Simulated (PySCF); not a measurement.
Bond stretch in SMILES CCl. The C1–H5 bond (C1 also carries Cl, H, H; H5 carries nothing else) is varied alone, starting from the PBE0/def2-TZVP optimised geometry.

- UHF/6-31G (PySCF)
- RHF/6-31G (PySCF)
- UKS-BLYP = unrestricted BLYP/6-31G (PySCF 2.14.0)
- RKS-BLYP = PySCF 2.14.0 with restricted BLYP/6-31G
- UKS-CAM-B3LYP = unrestricted CAM-B3LYP/6-31G (PySCF)
- RKS-CAM-B3LYP = restricted CAM-B3LYP/6-31G (PySCF)
- UKS-BHandHLYP = PySCF with unrestricted BHandHLYP/6-31G
- RKS-BHandHLYP = restricted BHandHLYP/6-31G (PySCF 2.14.0)

Scanned distances (Å): 0.82, 0.88, 0.93, 0.97, 1.01, 1.07, 1.09, 1.11, 1.14, 1.21, 1.26, 1.34, 1.46, 1.62, 1.80, 1.95, 2.19, 2.40, 2.66, 2.94, 3.29, 3.76.

Task: Where does the unrestricted solution first break spin symmetry (<S²> of 0.01 or more)?

Result: UHF: between 1.62 and 1.80 Å; UKS-BLYP: between 1.95 and 2.19 Å; UKS-CAM-B3LYP: between 1.80 and 1.95 Å; UKS-BHandHLYP: between 1.80 and 1.95 Å.

| R / Å | <S²> UHF | E(RHF) − E(UHF) / mEh | <S²> UKS-BLYP | E(RKS-BLYP) − E(UKS-BLYP) / mEh | <S²> UKS-CAM-B3LYP | E(RKS-CAM-B3LYP) − E(UKS-CAM-B3LYP) / mEh | <S²> UKS-BHandHLYP | E(RKS-BHandHLYP) − E(UKS-BHandHLYP) / mEh |
|---|---|---|---|---|---|---|---|---|
| 0.82 | 0.00 | 0.0 | 0.00 | 0.0 | 0.00 | 0.0 | 0.00 | 0.0 |
| 0.88 | 0.00 | 0.0 | 0.00 | 0.0 | 0.00 | 0.0 | 0.00 | 0.0 |
| 0.93 | 0.00 | 0.0 | 0.00 | 0.0 | 0.00 | 0.0 | 0.00 | 0.0 |
| 0.97 | 0.00 | 0.0 | 0.00 | 0.0 | 0.00 | 0.0 | 0.00 | 0.0 |
| 1.01 | 0.00 | 0.0 | 0.00 | 0.0 | 0.00 | 0.0 | 0.00 | 0.0 |
| 1.07 | 0.00 | 0.0 | 0.00 | 0.0 | 0.00 | 0.0 | 0.00 | 0.0 |
| 1.09 | 0.00 | 0.0 | 0.00 | 0.0 | 0.00 | 0.0 | 0.00 | 0.0 |
| 1.11 | 0.00 | 0.0 | 0.00 | 0.0 | 0.00 | 0.0 | 0.00 | 0.0 |
| 1.14 | 0.00 | 0.0 | 0.00 | 0.0 | 0.00 | 0.0 | 0.00 | 0.0 |
| 1.21 | 0.00 | 0.0 | 0.00 | 0.0 | 0.00 | 0.0 | 0.00 | 0.0 |
| 1.26 | 0.00 | 0.0 | 0.00 | 0.0 | 0.00 | 0.0 | 0.00 | 0.0 |
| 1.34 | 0.00 | 0.0 | 0.00 | 0.0 | 0.00 | 0.0 | 0.00 | 0.0 |
| 1.46 | 0.00 | 0.0 | 0.00 | 0.0 | 0.00 | 0.0 | 0.00 | 0.0 |
| 1.62 | 0.00 | 0.0 | 0.00 | 0.0 | 0.00 | 0.0 | 0.00 | 0.0 |
| 1.80 | 0.43 | 8.4 | 0.00 | 0.0 | 0.00 | 0.0 | 0.00 | 0.0 |
| 1.95 | 0.64 | 23.5 | 0.00 | 0.0 | 0.11 | 0.4 | 0.26 | 2.5 |
| 2.19 | 0.83 | 52.9 | 0.15 | 0.5 | 0.52 | 9.5 | 0.62 | 16.0 |
| 2.40 | 0.92 | 78.8 | 0.47 | 4.8 | 0.74 | 22.9 | 0.79 | 31.8 |
| 2.66 | 0.97 | 108.0 | 0.73 | 13.1 | 0.88 | 40.8 | 0.91 | 51.4 |
| 2.94 | 0.99 | 135.0 | 0.89 | 22.5 | 0.95 | 58.7 | 0.96 | 70.2 |
| 3.29 | 1.00 | 162.3 | 0.96 | 32.7 | 0.98 | 77.5 | 0.99 | 89.2 |
| 3.76 | 1.01 | 189.5 | 0.99 | 42.3 | 1.00 | 96.3 | 1.00 | 107.5 |
